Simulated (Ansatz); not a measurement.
Process, species as SMILES: O (H2O) → [OH] (OH) + H atom
B3LYP-D3(BJ)/def2-TZVP geometries, fixed; electronic energies without zero-point terms.

Basis-set convergence of the bond dissociation energy at B3LYP with Ansatz (a quantum-chemistry and plane-wave program). Cartesian d functions, on some or all atoms, in 6-31G**; all else is spherical. The program fits the integrals of some runs and decomposes those of others, by size. Open shells are unrestricted. No added dispersion term, no relativity. Functions are those of the species that has most. Reference: the value in aug-cc-pV5Z, 122.88 kcal/mol, itself unsure by roughly 0.02 kcal/mol (its mean distance from pcseg-4, aug-pcseg-3, aug-cc-pVQZ). Deviations are taken from unrounded values.

| basis | functions | bond dissociation energy (kcal/mol) | minus reference (kcal/mol) |
|---|---|---|---|
| STO-3G | 7 | 117.05 | -5.83 |
| 6-31G** | 25 | 119.81 | -3.07 |
| 6-311G** | 30 | 119.68 | -3.20 |
| 6-311+G** | 34 | 121.72 | -1.16 |
| def2-SVPD | 39 | 123.19 | 0.31 |
| def2-TZVP | 43 | 120.92 | -1.95 |
| 6-311++G(2d,2p) | 47 | 122.65 | -0.23 |
| cc-pVTZ | 58 | 121.45 | -1.43 |
| def2-TZVPD | 58 | 121.94 | -0.94 |
| def2-TZVPP | 59 | 122.16 | -0.72 |
| aug-pcseg-2 | 92 | 122.87 | -0.01 |
| pcseg-3 | 126 | 122.89 | 0.01 |
| def2-QZVPPD | 132 | 122.83 | -0.05 |

The smallest set listed that lies within 0.5 kcal/mol of the reference with all its larger relatives (same family, alike in diffuse functions; a set with none counts only in the reference's own line) is 6-311++G(2d,2p) (47 functions, -0.23 kcal/mol off). Inside the window by cancellation, since a larger relative falls out: def2-SVPD. Inside, with no larger relative to test it: def2-QZVPPD. (Relatives not listed, tested too: def2-TZVPPD -0.05, 6-311++G(3df,3pd) 0.12, aug-pcseg-3 0.02, pcseg-4 0.00 kcal/mol.)
